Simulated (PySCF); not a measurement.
# A search over the determinants of PN

Unrestricted PBE0; PySCF, no relativity, basis sets P pcseg-1, N pcseg-1. Outer shells of the fragments: P 3s2 3p3; N 2s2 2p3.

Followed along the bond (rough minima from three points):

```json
{"2Ms+1": "1", "unpaired": "none", "⟨S²⟩ at the start": "0.27", "R at minimum (Å)": "1.49", "Te (eV)": "0.00"}
{"2Ms+1": "3", "unpaired": "π ↑↑", "⟨S²⟩ at the start": "2.04", "R at minimum (Å)": "1.65", "Te (eV)": "3.21"}
{"2Ms+1": "5", "unpaired": "π ↑↑↑↑", "⟨S²⟩ at the start": "6.01", "R at minimum (Å)": "none in the scan", "Te (eV)": "≤ 4.70"}
```

Solutions found at the starting distance of 1.720 Å, counted from the lowest of them; the search is not exhaustive and high or unbound solutions are not listed, so other states can lie among these:

```json
{"2Ms+1": "1", "unpaired": "none", "term": "¹Σ⁺", "E (eV)": "0.00", "⟨S²⟩": "0.27", "⟨Lz²⟩": "0.00", "μ (D)": "-2.48"}
{"2Ms+1": "3", "unpaired": "π ↑↑", "term": "mixed", "E (eV)": "2.06", "⟨S²⟩": "2.04", "⟨Lz²⟩": "2.01", "μ (D)": "-1.83"}
{"2Ms+1": "3", "unpaired": "π ↑↑", "term": "mixed", "E (eV)": "2.82", "⟨S²⟩": "2.01", "⟨Lz²⟩": "2.00", "μ (D)": "-1.92"}
{"2Ms+1": "1", "unpaired": "π ↑↓", "term": "mixed", "E (eV)": "3.06", "⟨S²⟩": "1.01", "⟨Lz²⟩": "2.03", "μ (D)": "-2.00"}
{"2Ms+1": "3", "unpaired": "σ ↑, π ↑", "term": "³Π", "E (eV)": "3.12", "⟨S²⟩": "2.13", "⟨Lz²⟩": "1.03", "μ (D)": "-1.62"}
{"2Ms+1": "1", "unpaired": "σ ↓, π ↑", "term": "mixed", "E (eV)": "3.48", "⟨S²⟩": "1.14", "⟨Lz²⟩": "1.02", "μ (D)": "-1.83"}
```

A term symbol is given only where ⟨S²⟩ and ⟨Lz²⟩ are close to those of a pure state; real π, δ and φ orbitals otherwise mix terms. A positive dipole means P(−)N(+).

**Question.** Compare the gap between the two lowest followed solutions at the starting distance with the gap between their minima.

**Answer.** At PBE0 the second solution (triplet, unpaired electrons π ↑↑) lies +2.06 eV from the first (singlet, closed shell) at 1.720 Å and +3.21 eV at the minima; the two curves relax by different amounts, since their minima lie near 1.65 and 1.49 Å.

The measured ground state is X ¹Σ+ (Huber and Herzberg, Constants of Diatomic Molecules (1979)).

Counting both spins, an empty level lies below a filled one in some of these solutions, because spin and occupation are held.
